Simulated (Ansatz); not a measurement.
Geometry optimisation, Ansatz, RKS PBE/def2-SVP.

The input (input.yaml):

```yaml
crystal:
  periodic: [false, false, false]
  atoms:
    - { symbol: Al, position_ang: [0.0, 0.0, 0.0] }
    - { symbol: H, position_ang: [0.0, 0.0, 1.91] }
    - { symbol: H, position_ang: [1.351, 0.0, -0.78] }
    - { symbol: H, position_ang: [-1.351, 0.0, -0.78] }
    - { symbol: P, position_ang: [0.1078, -2.446, 0.8135] }
    - { symbol: H, position_ang: [-0.6605, -3.268, -0.0528] }
    - { symbol: H, position_ang: [1.4574, -2.8876, 0.8103] }
    - { symbol: H, position_ang: [0.043, -0.9763, 1.965] }
basis:
  gaussian: { orbitals: def2-SVP }
hamiltonian:
  xc: pbe
relax:
  f_tol: 0.15
  max_steps: 25
  restrain:
    - { distance: [0, 4], at: 3.48, k: 30.0 }
    - { distance: [7, 1], at: 1.86, k: 30.0 }
    - { distance: [0, 1], at: 1.56, k: 30.0 }
    - { distance: [7, 4], at: 1.42, k: 30.0 }
output:
  orbitals: {}
```

Launched with:

```bash
$ ansatz run input.yaml --threads 1 --pin off --max-ram 2048MiB --backend cpu --events-out ev --progress --plain --runs-dir out
```

Problem. Where does it end, and by what steps?

Solution. The forces met the threshold. The restraints hold the end off the free minimum; the threshold counts their pulls, which the force column leaves out. Restrained pairs: Al1–P5 (2.58 → 3.47 Å), H2–H8 (0.98 → 1.87 Å), Al1–H2 (1.91 → 1.57 Å), P5–H8 (1.87 → 1.44 Å). After 6 steps the energy has fallen by 1.378 eV (the restraints' own energy left out); P5 moved furthest, 0.79 Å.

```
step  energy less start (eV)  largest force component (eV/Å)  accepted
   0                  0.0000                           2.319       yes
   1                  0.2663                           1.825       yes
   2                  0.0487                           1.631       yes
   3                 -0.4726                           1.558       yes
   4                 -1.1519                           0.964       yes
   5                 -1.3748                           0.480       yes
   6                 -1.3779                           0.395       yes
```

```xyz
8
Properties=species:S:1:pos:R:3
Al 0.007 0.212 0.030
H -0.069 0.311 1.599
H 1.428 0.252 -0.704
H -1.343 0.093 -0.820
P 0.166 -2.981 1.389
H -0.654 -3.036 0.205
H 1.390 -2.869 0.637
H 0.023 -1.558 1.550
```

The run took 9.8 s on 1 thread of Arm Neoverse V2, on a shared host, peak memory 0.11 GiB.
